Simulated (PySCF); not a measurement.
All values below come from PySCF with PBE-D3(BJ)/def2-TZVP // PBE0-D3(BJ)/def2-TZVP. All species are isolated molecules in the gas phase. 

Reference species (SMILES): `[SiH2]` (lower singlet) (neutral, multiplicity 1).

- dipole moment = 0.15 D

Changed species: `F[SiH]` (lower singlet) (X = fluoro, multiplicity 1; the reference has X = H, multiplicity 1).

Give the shifts of the dipole moment.

the dipole moment rises by 0.69 D, to 0.84 D.
